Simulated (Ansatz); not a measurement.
H₂O⁺, quartet: reading a ladder of total energies

Geometry: that of the H2O⁺, doublet, kept fixed. The doublet lies 12.3 eV lower here.

```xyz
3

O     0.0000   -0.0646    0.0000
H     0.0000    0.5128   -0.8211
H     0.0000    0.5128    0.8211
```

Basis cc-pVDZ; Ansatz 0.2.0. Correlated methods freeze the noble-gas cores, which leaves 7 electrons in 23 orbitals. R marks a restricted (for open shells ROHF) determinant, U an unrestricted one.

Full CI is exact within this basis and frozen core; it isn't the basis-set limit. The frozen core follows each run's orbitals, which can shift R against U totals by a few meV.

Runs differ by some tens of microhartree through their thresholds and, for an open shell, their frozen cores, so steps under 0.1 kcal/mol mean nothing.

```json
{"level": "UHF", "total energy (hartree)": "-75.209417"}
{"level": "UMP2", "total energy (hartree)": "-75.330499"}
{"level": "UCCSD", "total energy (hartree)": "-75.351765"}
{"level": "UCCSD(T)", "total energy (hartree)": "-75.354342"}
{"level": "UCCSDT", "total energy (hartree)": "-75.355006"}
{"level": "UCCSDT(Q)", "total energy (hartree)": "-75.355109"}
{"level": "full CI", "total energy (hartree)": "-75.355060"}
```

Q: What is the correlation energy at full CI, and what share of it do UMP2 and UCCSD recover?

A: E(corr) = -75.355060 − (-75.209417) = -0.145643 hartree = -3.963 eV. UMP2: -0.121082 / -0.145643 = 83.14 %. UCCSD: -0.142348 / -0.145643 = 97.74 %.

Q: By how many kcal/mol does UCCSD(T) miss full CI (1 hartree = 627.509 kcal/mol), and which steps make up the rest?

A: -75.354342 − (-75.355060) = 0.000718 hartree = 0.45 kcal/mol. Steps: UCCSDT − UCCSD(T) = -0.42, UCCSDT(Q) − UCCSDT = -0.06, full CI − UCCSDT(Q) = 0.03 kcal/mol. That is within 1 kcal/mol of the reference in this basis, which itself misses far more of the correlation at the basis-set limit.
